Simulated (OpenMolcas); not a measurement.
A ladder of methods for BH2F (SMILES [H]B([H])F)

The species is BH2F (4 atoms), meant as a singlet with charge 0. SMILES: `[H]B([H])F`. The coordinates come from a GFN2-xTB relaxation.

```xyz
4

B     0.0300    0.0492    0.0006
H     1.1984   -0.0340    0.0156
H    -0.5783    1.0502   -0.0194
F    -0.6501   -1.0654    0.0032
```

Quantity: the energy change with the B1–F4 bond stretched from 1.306 to 1.959 Å, in eV. The values are calculated.

```tsv
level	kind	program	value (eV)	less FCI/STO-3G	CPU time (all runs)
r2SCAN/STO-3G (restricted)	meta-GGA	OpenMolcas	4.43	+0.25	7.2 s
M06-2X/STO-3G (restricted)	hybrid meta-GGA	OpenMolcas	4.85	+0.67	7 s
MP2/STO-3G (restricted)	perturbation theory	OpenMolcas	4.83	+0.65	2.7 s
CASPT2(2,2)/STO-3G	multireference	OpenMolcas	4.26	+0.08	2.8 s
CASSCF(2,2)/STO-3G	multireference	OpenMolcas	3.62	-0.56	3.2 s
MRCI(2,2)/STO-3G	multireference	OpenMolcas	4.12	-0.06	3.2 s
ACPF/STO-3G (restricted)	coupled cluster or CI	OpenMolcas	3.99	-0.19	3 s
FCI/STO-3G	exact in the basis	OpenMolcas	4.18	0.00	7 s
```

FCI/STO-3G is exact within its basis and frozen core, so for wave-function methods in that basis the difference is their error; functionals converge differently with the basis, so for them it is only a difference. The first shape isn't each level's own minimum. The values span 3.62 to 4.85 eV. All rows use very small basis sets, so even the best lies far from the true value. Times are those of the runs behind each value, whatever else they computed, on shared processors of several kinds: orders of magnitude only.
